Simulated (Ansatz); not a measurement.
**Diborane 1,1-di Cl (B2H4Cl2): the relaxed shape and its frontier levels**

What does diborane 1,1-di Cl (B2H4Cl2) look like as a singlet, and where do its frontier electrons sit?

Computed with Ansatz 0.2.0, Gaussian basis. Level: RKS PBE0-D4/def2-TZVP.

The runs, in order: relaxation at PBE0-D4/def2-SVP; a search for the lowest solution at PBE0-D4/def2-SVP; a single point at PBE0-D4/def2-TZVP.

1 further run of the same task is left out (it didn't finish).

**1. Where the work starts**

8 atoms, charge 0, spin multiplicity 1.

Atoms are counted from 1 here; the program's logs count them from 0.

Bond lengths: B1–Cl2 1.763 Å, B1–Cl3 1.763 Å, B1–H4 1.371 Å, B1–B5 1.850 Å, H4–B5 1.309 Å, B5–H6 1.169 Å, B5–H7 1.169 Å, B5–H8 1.302 Å. Angles: Cl2–B1–Cl3 116.7°, Cl2–B1–H4 112.0°, Cl2–B1–B5 121.7°, Cl3–B1–H4 112.0°, Cl3–B1–B5 121.5°, H4–B1–B5 45.0°, B1–H4–B5 87.3°, B1–B5–H4 47.8°, B1–B5–H6 119.8°, B1–B5–H7 119.7°, B1–B5–H8 48.4°, H4–B5–H6 109.2°, H4–B5–H7 109.2°, H4–B5–H8 96.2°, H6–B5–H7 120.5°, H6–B5–H8 109.6°, H7–B5–H8 109.4°.

Coordinates:

```xyz
8
B2Cl2H4
B     0.5287    0.3652   -0.5597
Cl    2.2729    0.1236   -0.4807
Cl   -0.0690    1.4198   -1.8405
H    -0.1581   -0.8204   -0.5077
B    -0.6192   -0.4304    0.6538
H    -1.7706   -0.2469    0.5694
H    -0.1886   -1.1235    1.4905
H     0.0038    0.7127    0.6749
```

The start is a GFN2-xTB geometry.

**2. Optimising with PBE0-D4/def2-SVP**

Input file in.yaml:

```yaml
crystal:
  periodic: [false, false, false]
  atoms:
    - {symbol: B, position_ang: [0.528730, 0.365220, -0.559710]}
    - {symbol: Cl, position_ang: [2.272890, 0.123570, -0.480690]}
    - {symbol: Cl, position_ang: [-0.068980, 1.419750, -1.840520]}
    - {symbol: H, position_ang: [-0.158110, -0.820430, -0.507660]}
    - {symbol: B, position_ang: [-0.619190, -0.430370, 0.653770]}
    - {symbol: H, position_ang: [-1.770550, -0.246860, 0.569380]}
    - {symbol: H, position_ang: [-0.188570, -1.123540, 1.490530]}
    - {symbol: H, position_ang: [0.003790, 0.712670, 0.674900]}
basis:
  gaussian: {orbitals: def2-SVP}
hamiltonian: {xc: pbe0, dispersion: d4}
scf: {omitted_lower_state_checks: [starts]}
output: {orbitals: {seedname: orbitals}}
relax: {f_tol: 0.02, max_steps: 100}
```

Launch:

```bash
$ ansatz run in.yaml --threads 4 --pin off --events-out ev --progress --plain --max-ram 3916MiB
```

Further steps of the session: Searching for the lowest solution, PBE0-D4/def2-SVP; Single point, PBE0-D4/def2-TZVP.

**Question.** What will the summary of the whole plan be? Wanted: point group; commonest bond, hydrogen aside; HOMO, LUMO at PBE0-D4/def2-TZVP; dipole at PBE0-D4/def2-SVP.

**Answer**, as computed:

| quantity | value |
| --- | --- |
| point group | C2v |
| commonest bond, hydrogen aside | B–Cl, 2 of mean length 1.767 Å |
| HOMO, LUMO at PBE0-D4/def2-TZVP | -9.07, -1.28 eV |
| dipole at PBE0-D4/def2-SVP | 0.74 D |

The molecule keeps its bonding pattern by the stored test; the atoms moved 0.06 Å (rms). No usable vibrations, so a minimum isn't proven.
